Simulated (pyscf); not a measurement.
`[CH3][O][SiH3]` → `[CH2]1[O][SiH2]1` + `[H][H]`, a concerted two-bond exchange (singlet surface; C–H, H–Si broken, C–Si, H–H formed). PySCF, gas phase, ωB97X-D3(BJ)/def2-SVP geometries. Energies in kcal/mol from the reactant's lowest minimum found.

Small-basis levels: PySCF, no dispersion term, spherical d functions. 

Problem. In single points B3LYP/6-31G* puts the saddle at 95.9 kcal/mol and the reaction energy at +49.7 kcal/mol. Should these be trusted to within a few kcal/mol? Compare with ωB97M-D3(BJ)/def2-TZVP.

Solution. ωB97M-D3(BJ)/def2-TZVP gives ΔE‡ = 88.0 kcal/mol and ΔE = +48.6 kcal/mol. B3LYP/6-31G* lies 7.9 kcal/mol over it in the barrier and 1.1 kcal/mol over it in the reaction energy, so on this step it does not hold to within 3.0 kcal/mol. ωB97M-D3(BJ)/def2-TZVP has limits of its own. At the saddle there is also a short H–Si contact that neither side keeps. The same reactants have a lower exit, to H₂C=O + SiH₄ (barrier +77.4 kcal/mol at ωB97M-D3(BJ)/def2-TZVP, against +88.0 kcal/mol here). H₃C–O–SiH₃ lies 23.7 kcal/mol over its isomer H₃C–SiH₂–OH (electronic energy, ωB97M-D3(BJ)/def2-TZVP). This is the saddle that the search found; another between the same sides may lie lower.
